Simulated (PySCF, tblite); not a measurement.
# C2H6O, a complex of two parts: NMR shifts, interaction energy, infrared bands, spin-spin couplings and core binding energies

An exercise on one series of results from a longer session: the logs are not shown, and one member is left open.

Computed with tblite 0.8.0 and PySCF 2.14.0; each step states its level. No surroundings beyond the atoms listed, unless a continuum is named. Atoms count from 0, parts from 1.

## Starting point

9 atoms, charge 0, multiplicity 1; geometry: rigid parts in contact. Parts: 1 = atoms 0–2, `O`, charge 0; 2 = atoms 3–8, `C=C`, charge 0.

Set-up of the first run:

What the job is given:

```
{"job": {"kind": "dock", "xc": "GFN2-xTB", "basis": "xTB"}, "charge": 0, "multiplicity": 1, "parts": [{"atoms": "0-2", "charge": 0, "multiplicity": 1}, {"atoms": "3-8", "charge": 0, "multiplicity": 1}]}
O     -0.001087     0.379365    -0.000559
H      0.772731    -0.187461     0.001611
H     -0.771645    -0.191904    -0.001052
C      3.478954    -1.378737    -2.165212
C      2.366579    -1.414153    -1.462311
H      4.450152    -1.405559    -1.698764
H      3.473328    -1.321568    -3.241490
H      2.372409    -1.471267    -0.386022
H      1.395381    -1.387819    -1.928837
```

Method: GFN2-xTB search for minima from random contacts, gas phase.

Launch:

```console
> OMP_NUM_THREADS=1 python cluster_run.py task.json out
```

One launch serves the whole session: the jobs run in the order shown.

Among the steps run: Search for minima with GFN2-xTB; Relaxing the molecule at PBE0-D3(BJ)/def2-TZVPD; Nuclear shieldings: PBE0/pcSseg-2; Coupled-cluster interaction energy: CCSD(T) and MP2.

One of the session's tables, all rows but one given; the rest of the session is left out.

It belongs to the step «Coupled-cluster interaction energy: CCSD(T) and MP2». 

| method | interaction energy (kcal/mol) |
| --- | --- |
| HF/aug-cc-pVDZ | -0.65 |
| MP2/aug-cc-pVDZ | -2.11 |
| CCSD/aug-cc-pVDZ | ? |
| CCSD(T)/aug-cc-pVDZ | -1.89 |
| HF/aug-cc-pVQZ | -0.70 |
| MP2/aug-cc-pVQZ | -2.60 |
| SCS-MP2/aug-cc-pVQZ | -2.10 |
| MP2, extrapolated | -2.67 |
| CCSD(T), limit estimate | -2.45 |

**Question.** Estimate the row for CCSD/aug-cc-pVDZ.

The run gave: interaction energy (kcal/mol): -1.66. In the column «interaction energy (kcal/mol)» it lies between CCSD(T)/aug-cc-pVDZ (-1.89) and HF/aug-cc-pVQZ (-0.70).
